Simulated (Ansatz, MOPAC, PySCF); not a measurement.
Species: C2H3N, net charge 0, singlet state. SMILES: CC#N
Geometry: optimised at B3LYP-D3(BJ)/def2-TZVP (Ansatz, an electronic-structure program).

Unscaled harmonic wavenumbers (cm⁻¹) in rising order, each level at the stationary point that it reaches from this structure (no distance between atoms moves by over 0.3 Å); the order of modes can differ between levels, and a negative number is imaginary. B3LYP-D3(BJ)/def2-TZVP (PySCF, at the structure above): 384, 384, 931, 1064, 1064, 1414, 1475, 1475, 2367, 3052, 3120, 3120.

PM6 (MOPAC): 432, 432, 1036, 1036, 1085, 1218, 1218, 1325, 2369, 2677, 2677, 2778. Zero-point energy 26.1 against 28.4 kcal/mol; where all levels lie over 400 cm⁻¹, the wavenumbers are on average 0.932 times those of B3LYP-D3(BJ)/def2-TZVP.

HF/6-31G* (Ansatz): 425, 425, 973, 1174, 1174, 1563, 1617, 1617, 2622, 3236, 3317, 3317. Zero-point energy 30.7 against 28.4 kcal/mol; where all levels lie over 400 cm⁻¹, the wavenumbers are on average 1.085 times those of B3LYP-D3(BJ)/def2-TZVP.
